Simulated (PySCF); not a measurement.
# Removing an electron from butanal

Butanal, C4H8O.
Z-matrix (Å and degrees, PBE0-D3(BJ)/def2-TZVP geometry), rows numbered from 1:
```
C 
C   1  1.5184
C   2  1.5148  1  112.44
C   3  1.4975  2  114.88  1   179.76
O   4  1.2006  3  124.92  2    -0.22
H   1  1.0918  2  111.26  3  -179.85
H   1  1.0937  2  111.30  3   -59.82
H   1  1.0936  2  111.33  3    60.09
H   2  1.0935  1  110.31  3  -121.87
H   2  1.0934  1  110.32  3   121.84
H   3  1.0996  2  111.49  1    58.07
H   3  1.0993  2  111.60  1   -58.21
H   4  1.1130  3  114.79  2   179.84
```

Level: wB97X-D/aug-cc-pVTZ (PySCF). Frontier orbitals with their largest atomic shares (Löwdin; up to four atoms above 4 %):

```csv
orbital,ε (eV),main atoms
HOMO−3,-12.28,"C1 29 %, C2 27 %, C3 8 %, O5 7 %"
HOMO−2,-11.74,"C2 24 %, C1 21 %, C3 16 %, H6 7 %"
HOMO−1,-11.40,"C2 30 %, C1 16 %, C3 13 %, H9 10 %"
HOMO,-9.32,?
LUMO,0.79,"H12 16 %, H11 16 %, H8 16 %, H7 16 %"
LUMO+1,0.98,"H6 32 %, H13 30 %, H8 6 %, H7 6 %"
LUMO+2,1.13,"H11 13 %, H12 13 %, H7 13 %, H8 13 %"
```

Task: What vertical ionisation energy does ΔSCF give, and how far is −ε(HOMO) from it?

Result: ΔSCF: 9.84 eV (950 kJ/mol; threshold wavelength 126 nm); ⟨S²⟩ of the doublet left behind is 0.758, against 0.75 for a pure doublet. −ε(HOMO) is 9.32 eV, 0.52 eV below it. For the exact functional −ε(HOMO) would equal the first vertical ionisation energy; wB97X-D (range-separated hybrid) falls short of its own ΔSCF value by 5 %.

Task: On which atoms does the HOMO lie?

Result: O5 (aldehyde oxygen) 55 %, C4 (aldehyde carbon) 21 %, C3 (sp3 carbon next to a carbonyl) 9 %, H13 (formyl hydrogen) 8 %. The HOMO−1 lies 2.08 eV lower.

Task: How many of the 10 lowest singlet excitations (vertical TDDFT, same level) lie below the ionisation energy?

Result: All 10; they run from 4.39 to 8.44 eV.

Task: What total energies stand behind the ΔSCF value?

Result: E(N) = -232.46653 Eh and E(N − 1) = -232.10486 Eh at the same geometry, 0.36167 Eh apart.

Task: What kinetic energy would electrons from this vertical process carry with Lyman-α light (10.199 eV)?

Result: 10.20 − 9.84 = 0.36 eV.

One conformer (not necessarily the lowest) at the PBE0-D3(BJ)/def2-TZVP geometry, without solvent, vibrations or thermal averaging.

Note: wB97X-D ran without an empirical dispersion term, which enters the total energy and its gradient alone.
